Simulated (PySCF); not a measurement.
Process, species as SMILES: CSC + 2 [H][H] (H2) → 2 C (CH4) + S (H2S)
B3LYP-D3(BJ)/def2-TZVP geometries, fixed; electronic energies without zero-point terms.
Largest species:
```
S
C 1 1.8112
H 2 1.0891 1 107.16
H 2 1.0906 3 108.89 1 120.22
H 2 1.0906 3 108.89 4 119.56
C 1 1.8112 2 99.32 3 180.00
H 6 1.0891 1 107.16 2 -180.00
H 6 1.0906 7 108.89 1 -120.22
H 6 1.0906 7 108.89 8 -119.56
```
Charge 0, spin multiplicity 1.

Effect of the SCF energy threshold at wB97M-V/def2-SVP with PySCF, against the last row, where the energy of full hydrogenation is -40.10 kcal/mol.

| setting | SCF cycles, largest species | largest shift of a total energy (mEh) | shift of the energy of full hydrogenation (kcal/mol) |
|---|---|---|---|
| conv_tol: 1e-4 | 5 | 0.000 | 0.000 |
| conv_tol: 1e-5 | 6 | 0.000 | 0.000 |
| conv_tol: 1e-6 | 6 | 0.000 | 0.000 |
| conv_tol: 1e-7 | 7 | 0.000 | 0.000 |
| conv_tol: 1e-11 | 10 | 0.000 | 0.000 |

Within 0.02 kcal/mol in the energy of full hydrogenation: conv_tol: 1e-4; conv_tol: 1e-5; conv_tol: 1e-6; conv_tol: 1e-7. The largest shift is 0.000 mEh in a total energy and 0.000 kcal/mol in the difference.
